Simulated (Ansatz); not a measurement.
A run of Ansatz (development build ahead of 0.2.0) on singlet OH(-) at this shape:

```
atom    x (Å)   y (Å)    z (Å)
   O  -0.0489  0.0012  -0.0986
   H   0.0257  0.0241   0.8362
```

Its results:

- Converged: yes
- Reference energy: -75.39610 hartree
- Correlation energy: -0.23970 hartree
- Total energy: -75.63579 hartree
- Spin squared of the determinant: 0.000

(1) Which input gives this output? Name the method, the orbitals and the basis set, and write the input.

Answers

(1) RHF-MP2 in aug-cc-pVDZ. An unrestricted run that stays on the closed shell gives the same numbers.

```yaml
crystal:
  periodic: [false, false, false]
  atoms:
    - { symbol: O, position_ang: [-0.04889, 0.00124, -0.09856] }
    - { symbol: H, position_ang: [0.02573, 0.02408, 0.83621] }
basis:
  gaussian: { orbitals: aug-cc-pVDZ }
total_charge: -1
hamiltonian:
  xc: hf
correlation:
  method: mp2
  frozen_orbitals: { H: 0, O: 1 }
```
